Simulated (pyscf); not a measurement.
PySCF, gas phase, ωB97X-D3(BJ)/def2-SVP geometries.

Q: What is the homolytic dissociation enthalpy (298 K, ωB97M-D3(BJ)/def2-TZVP) of the O–Ta bond of H₂N–Ta(OH)(Cl)(Cl)–Cl, to [H₂N–Ta(Cl)(Cl)–Cl]• + OH•?

A: O–Ta to [H₂N–Ta(Cl)(Cl)–Cl]• + OH•: 4.43 eV. The 7 functionals that were run give +4.41 (PBE0-D3(BJ)) to +4.64 eV (PBE). The radicals are drawn with the spin at the cut bond; how far it spreads was not checked. Other isomers of [H₂N–Ta(Cl)(Cl)–Cl]• were not searched in full and may lie lower. Left out: the spin-orbit lowering of OH. Open-shell species with a d-block atom are single-reference here; other states, and whether the spin sits on metal or ligand, were not checked. Elements past Kr carry the def2 core potentials, without spin-orbit coupling.
